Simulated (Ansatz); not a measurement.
Two shapes of singlet C₆H₆.

Shape 1:

```xyz
12

C     1.3566    0.0132   -0.0293
C     0.7336    1.2373   -0.0184
C    -0.7330    1.1837   -0.0253
C    -1.3997   -0.0477   -0.0141
C    -0.7171   -1.2376   -0.0352
C     0.7418   -1.1853   -0.0042
H     2.4791    0.0123   -0.0476
H     1.2939    2.1553    0.0015
H    -1.2833    2.1480    0.0302
H    -2.4381   -0.0013    0.0031
H    -1.2206   -2.1799    0.0363
H     1.2124   -2.1906    0.0144
```

Shape 2:

```xyz
12

C     1.2833    0.0000    0.0000
C     0.6417    1.1114    0.0000
C    -0.6417    1.1114    0.0000
C    -1.2833    0.0000    0.0000
C    -0.6417   -1.1114    0.0000
C     0.6417   -1.1114    0.0000
H     2.2889    0.0000    0.0000
H     1.1444    1.9823    0.0000
H    -1.1444    1.9823    0.0000
H    -2.2889    0.0000    0.0000
H    -1.1444   -1.9823    0.0000
H     1.1444   -1.9823    0.0000
```

Basis set: cc-pVDZ (spherical functions). Frozen core: 6 orbitals. Charge 0, multiplicity 1.

Computed with Ansatz (development build ahead of 0.2.0); each method stands on the lowest determinant of its kind that the runs found.

Problem. Which shape is lower in energy, and by how much in each method?

Solution.

| method | E(2) − E(1) (eV) |
| --- | --- |
| RHF | 2.528 |
| RHF-MP2 | 3.395 |

Shape 1 is lower. Caution: no unrestricted run beside it, a lower state can exist.
